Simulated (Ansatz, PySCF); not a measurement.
Gas-phase enthalpy of formation at 298 K, by the atomisation route, of CS(C)=O (SMILES; C2H6OS, methylsulfinylmethane). Geometries: B3LYP-D3(BJ)/def2-TZVP minima from Ansatz (a first-principles code). Correlated levels leave the core frozen unless marked. UHF or UKS for open shells. No spin-orbit coupling. No relativistic terms. CBS(X,Y): correlation extrapolated as X^-3; Hartree-Fock from the larger set. [CCSD(T)-MP2]/basis is that difference in the basis named. Thermal terms are rigid-rotor harmonic-oscillator values from B3LYP-D3(BJ) frequencies (PySCF) at 298.15 K and 1 atm. 1 Eh = 627.5095 kcal/mol.

```tsv
species	count	E, RI-MP2/CBS(cc-pV(T+d)Z,cc-pV(Q+d)Z)+[CCSD(T)-MP2]/cc-pV(T+d)Z (Ansatz) (Eh)	E, PBE/def2-TZVPD (Ansatz) (Eh)	measured ΔHf at 0 K (kcal/mol)	H(298) - H(0) of the element (kcal/mol)
CS(C)=O	1	-552.62717	-552.93110	-	-
C atom	2	-37.79136	-37.79605	169.98	0.25
H atom	6	-0.49995	-0.49962	51.63	1.01
O atom	1	-75.00444	-75.01069	58.99	1.04
S atom	1	-397.67639	-397.93910	65.66	1.05
```

Molecule: zero-point energy 49.66, H(298) - H(0) 4.11 kcal/mol. The route leaves out scalar relativity and anharmonic zero-point terms, the atoms' spin-orbit terms, and in the frozen-core level the core correlation. Atomic data: G2/97 table in ASE.

Problem. Work out De, D0 and ΔHf at 0 and 298 K at both levels, and their errors against the measured value.

Solution. 
The atoms' values sum to 774.39 (0 K) and 8.65 (thermal), in kcal/mol.
- RI-MP2/CBS(cc-pV(T+d)Z,cc-pV(Q+d)Z)+[CCSD(T)-MP2]/cc-pV(T+d)Z: De = 855.87; D0 = 855.87 - 49.66 = 806.21; ΔHf(0 K) = 774.39 - 806.21 = -31.82; ΔHf(298 K) = -31.82 + 4.11 - 8.65 = -36.36; error -0.2.
- PBE/def2-TZVPD: De = 873.17; D0 = 873.17 - 49.66 = 823.51; ΔHf(0 K) = 774.39 - 823.51 = -49.12; ΔHf(298 K) = -49.12 + 4.11 - 8.65 = -53.66; error -17.5.
Measured: -36.2 kcal/mol (G2/97 table in ASE (Curtiss et al.)). This is an older compilation, not checked against later work.
